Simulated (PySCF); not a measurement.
Species: C4H5Cl.
SMILES with atom numbers: `[CH3:1][C@H:2]1[CH:3]=[C:4]1[Cl:5]` (hydrogens: H6, H7, H8 on C1; H9 on C2; H10 on C3)

Structure used (PBE0-D3(BJ)/def2-SVP), in Å, numbered top down from 1:
```
atom  x, y, z in Å
C1    -1.2597   -0.1087    0.3432
C2    -0.0280   -0.0608   -0.5300
C3     1.1290    0.8883   -0.2414
C4     1.3265   -0.3716   -0.0083
Cl5    2.3486   -1.6018    0.5338
H6    -1.0142    0.1343    1.3886
H7    -2.0207    0.6083   -0.0051
H8    -1.7196   -1.1101    0.3248
H9    -0.2348   -0.3000   -1.5883
H10    1.4602    1.9226   -0.2489
```

Level: wB97X-D/def2-SVPD in PySCF, non-relativistic, on one gas-phase PBE0-D3(BJ)/def2-SVP geometry that isn't relaxed in the solvent. The solvent is an IEF-PCM continuum (cavity from Bondi-type radii × 1.2), and excitations are vertical TDDFT with non-equilibrium linear response and a frozen core. The model holds no explicit solvent molecules, cavitation or dispersion.

Gas-phase singlets (H = HOMO, L = LUMO):

```csv
state,E (eV),λ (nm),f,leading configuration
S1,6.262,198,0.108,H→L 92%
S2,6.441,192,0.004,H-1→L 90%
S3,6.741,184,0.003,H→L+1 75%
S4,7.187,173,0.001,H-2→L 93%
S5,7.485,166,0.011,H→L+2 73%
```

Q: What are the lowest 5 singlets in benzene (ε = 2.271)?

A: 
```
state  E (eV)  λ (nm)      f  leading configuration  change by rank (eV)
   S1   6.180     201  0.153                H→L 95%               -0.082
   S2   6.426     193  0.002              H-1→L 90%               -0.015
   S3   6.705     185  0.004              H→L+1 77%               -0.036
   S4   7.191     172  0.002              H-2→L 93%               +0.004
   S5   7.467     166  0.014              H→L+2 74%               -0.018
```

Q: What are the lowest 5 singlets in chloroform (ε = 4.711)?

A: 
| state | E (eV) | λ (nm) | f | leading configuration | change by rank (eV) |
| --- | --- | --- | --- | --- | --- |
| S1 | 6.191 | 200 | 0.147 | H→L 94% | -0.071 |
| S2 | 6.426 | 193 | 0.002 | H-1→L 90% | -0.015 |
| S3 | 6.695 | 185 | 0.004 | H→L+1 77% | -0.046 |
| S4 | 7.199 | 172 | 0.002 | H-2→L 93% | +0.012 |
| S5 | 7.466 | 166 | 0.012 | H→L+2 75% | -0.019 |

Q: The ground-state energy changes by -0.047 eV from gas to chloroform. By how much does the total energy of gas-phase S1 change?

A: E(S1) = E(S0) + excitation energy, so it changes by -0.047 − 0.071 = -0.118 eV: it is lowered more than the ground state, which is what a red shift means. This is the vertical state, with the slow part of the continuum still set for S0.

Q: How do the frontier levels move from gas to chloroform?

A: 
```tsv
orbital	gas (eV)	solvent (eV)	change (eV)
LUMO+2	2.68	2.76	+0.08
LUMO+1	2.26	2.27	+0.01
LUMO	1.65	1.72	+0.07
HOMO	-9.03	-8.98	+0.05
HOMO-1	-10.07	-10.02	+0.05
HOMO-2	-10.97	-10.94	+0.03
HOMO-3	-12.09	-12.09	0.00
```

The HOMO–LUMO gap goes from 10.68 to 10.70 eV.

Note: wB97X-D ran without an empirical dispersion term, which enters the total energy and its gradient alone.
